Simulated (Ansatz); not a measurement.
Input for Ansatz (development build ahead of 0.2.0):

```yaml
crystal:
  periodic: [false, false, false]
  atoms:
    - { symbol: Na, position_ang: [-0.00997, -0.01309, -1.05963] }
    - { symbol: O, position_ang: [-0.02517, -0.02128, 0.97482] }
basis:
  gaussian: { orbitals: def2-SVP }
magnetization:
  spin_polarized: true
  initial_magnetization: 1
hamiltonian:
  xc: hf
correlation:
  method: ccsd_t
  frozen_orbitals: { Na: 1, O: 1 }
```

The input is written out in the form of the current development build from the run's settings.

Output:

* Converged: yes
* Reference energy: -236.53974 hartree
* Correlation energy: -0.16689 hartree
* Total energy: -236.70663 hartree
* Stability test: minimum
